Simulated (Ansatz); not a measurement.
H–F + Cl• → F• + HCl  (hydrogen abstraction from the F–H bond)

Calculated with Ansatz (gas phase, PBE0-D4/def2-TZVP geometries, no zero-point term in ΔE). CBS: def2 TZ/QZ extrapolation, frozen cores. Functionals use def2-TZVPP. No spin–orbit coupling; open shells (•) take unrestricted orbitals. Spin–orbit coupling would lower the free atoms: a little for Cl, F.

```csv
level,ΔE (kJ/mol)
r2SCANh-D4,127.7
RPA@PBE/def2-TZVPP,127.5
CCSD/def2-QZVPP,140.1
CCSD(T)/cc-pV(D+d)Z,113.5
```

What does CCSD(T)/CBS give? (Estimate.)

The calculation gave: +144.4 kJ/mol. The listed levels differ from it by -16.7, -16.9, -4.3, -30.9 kJ/mol.

Largest T1 diagnostic among the species: 0.008.

From r2SCAN to r2SCAN0 (25 % exact exchange), in def2-TZVPP and without D4, ΔE moves by −9.2 kJ/mol. Leaving LDA and LC-ωPBE aside and taking each functional with its dispersion term where it has one, the values, not all of them listed here, spread over 27.5 kJ/mol, from BHLYP-D4 to BLYP-D4. LDA lies +25.6 kJ/mol from PBE without D4. At CCSD(T), def2-SVP lies −17.8 kJ/mol from the extrapolated value and def2-TZVPP −5.6 kJ/mol.

CCSD(T)/CBS has its own doubt, a few kJ/mol and more with outer-core shells, so smaller differences from it don't rank the levels.
